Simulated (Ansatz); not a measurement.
`C/C(F)=C/CF` → `C/C(=C/F)CF`  (isomerisation)

Isolated molecules relaxed with PBE0-D4/def2-TZVP in Ansatz; ΔE leaves out vibrations. CCSD(T)/CBS is the MP2 limit (def2-TZVPP, def2-QZVPP) plus CCSD(T) − MP2 in def2-TZVPP, frozen cores. Double bonds are as drawn, so ΔE can hold a change between cis and trans. Functionals use def2-TZVPP. Each species was taken in one conformer, which may not be the lowest.

```tsv
species	BHLYP-D4 energy (Eh)
`C/C(F)=C/CF`	-355.68265
`C/C(=C/F)CF`	-355.67680
```

**Question.** Work out ΔE.

**Answer.** ΔE = (-355.67680) − (-355.68265) = 0.00585 Eh = +15.4 kJ/mol. CCSD(T)/CBS gives +13.5 kJ/mol.

Largest T1 diagnostic among the species: 0.011.

In def2-TZVPP, CCSD(T) changes the Hartree–Fock value by −4.7 kJ/mol (the triples alone add −0.6 kJ/mol) and MP2 by −4.6 kJ/mol. Leaving LDA and LC-ωPBE aside and taking each functional with its dispersion term where it has one, the values, not all of them listed here, spread over 3.2 kJ/mol, from revPBE-D4 to B97M-V. At CCSD(T), def2-SVP lies −4.1 kJ/mol from the extrapolated value and def2-TZVPP −0.7 kJ/mol.
